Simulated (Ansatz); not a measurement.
# CH3, doublet: CASSCF and its corrections

Program: Ansatz, Gaussian basis, development build. Basis cc-pVDZ, nonrelativistic, 1 orbital frozen in the corrections. State-specific CASSCF; RHF is the lowest restricted (open-shell) Hartree–Fock solution met. No symmetry is imposed, so a solution can break that of the shape. No proof that the lowest CASSCF solution was found.

Geometry:

| atom | x (Å) | y (Å) | z (Å) |
| --- | --- | --- | --- |
| C | 0.0000 | 0.0000 | 0.0000 |
| H | 1.0031 | 0.0000 | 0.0000 |
| H | -0.5016 | 0.8687 | 0.0000 |
| H | -0.5016 | -0.8687 | 0.0000 |

What do CASSCF and its corrections give against RHF in CAS(7,7), and what are the occupations?

CASSCF -1.412 eV, SC-NEVPT2 -3.497 eV; occupations 1.99, 1.98, 1.98, 1.00, 0.02, 0.02, 0.02.
